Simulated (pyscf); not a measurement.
**Concerted two-bond exchange: Cl–SiH(Cl)–Cl + SiH₂ [singlet] -> Cl–SiH₂–Cl + :HSi–Cl [singlet]**

Gas phase, singlet surface, charge 0. Bonds broken: Cl1–Si2, Si2–Cl3. Bonds formed: Cl1–Si6, Cl3–Si6. Single points on ωB97X-D3(BJ)/def2-SVP structures (PySCF, gas phase).

Transition state (Å):

```xyz
8

Cl     0.0678     0.5564    -0.9390
Si     1.3427    -0.9757    -0.7576
Cl     0.3259    -0.8591     1.9542
Cl     0.5414    -2.8396    -0.8601
H      2.5507    -0.8029     0.0644
Si    -1.1138     0.6944     1.6368
H     -0.8414     1.5937     2.8092
H     -2.4022    -0.0231     1.9207
```

One imaginary mode, 423i cm⁻¹; descent along it reached the two sides named, in the forms told below.

| bond | change | reactant side (Å) | saddle | product side |
|---|---|---|---|---|
| Cl1–Si2 | breaks | 2.025 | 2.001 | 2.7 |
| Si2–Cl3 | breaks | 2.080 | 2.9 | 4.1 |
| Cl1–Si6 | forms | 4.0 | 2.8 | 2.097 |
| Cl3–Si6 | forms | 2.7 | 2.142 | 2.037 |

Electronic energies relative to the separated reactants (kcal/mol):

```tsv
level	barrier	reaction energy	reverse barrier
ωB97X-D3(BJ)/def2-TZVP	44.8	-8.9	53.7
PBE/def2-TZVP	21.7	-11.0	32.8
r²SCAN/def2-TZVP	25.9	-9.8	35.7
B3LYP-D3(BJ)/def2-TZVP	30.6	-10.0	40.6
PBE0-D3(BJ)/def2-TZVP	30.0	-9.5	39.6
M06-2X/def2-TZVP	41.2	-9.9	51.1
ωB97M-D3(BJ)/def2-TZVP	46.3	-9.3	55.7
HF/def2-TZVP	76.1	-9.3	85.4
```

With ωB97M-D3(BJ)/def2-TZVP energies and thermal terms (ideal gas, 1 atm, RRHO with modes under 100 cm⁻¹ raised to 100, one conformer, R ln 2 for chiral ones without a mode under 150 cm⁻¹), in kcal/mol:

```json
[
 {"T (K)": "298", "ΔH‡": "47.3", "ΔG‡": "57.7", "ΔH": "-8.4", "ΔG": "-9.5"},
 {"T (K)": "600", "ΔH‡": "47.8", "ΔG‡": "68.0", "ΔH": "-8.7", "ΔG": "-10.6"},
 {"T (K)": "900", "ΔH‡": "48.3", "ΔG‡": "78.0", "ΔH": "-8.9", "ΔG": "-11.5"},
 {"T (K)": "1200", "ΔH‡": "48.9", "ΔG‡": "87.8", "ΔH": "-9.0", "ΔG": "-12.3"}
]
```

On the reactant side the descent ends in a bound adduct (not fully relaxed), 9.9 kcal/mol under the separated species and 54.6 kcal/mol under the saddle at ωB97X-D3(BJ)/def2-TZVP. On the product side the descent ends in a bound adduct, 8.3 kcal/mol under the separated species and 62.0 kcal/mol under the saddle at ωB97X-D3(BJ)/def2-TZVP. The same reactants have a lower exit, to Cl–SiH₂–SiH(Cl)–Cl (barrier -2.0 kcal/mol at ωB97M-D3(BJ)/def2-TZVP, against +46.3 kcal/mol here). One saddle was located; it need not be the lowest between these sides. A restricted solution here is unstable towards spin polarisation, so biradical character is likely and single-reference numbers are less safe.
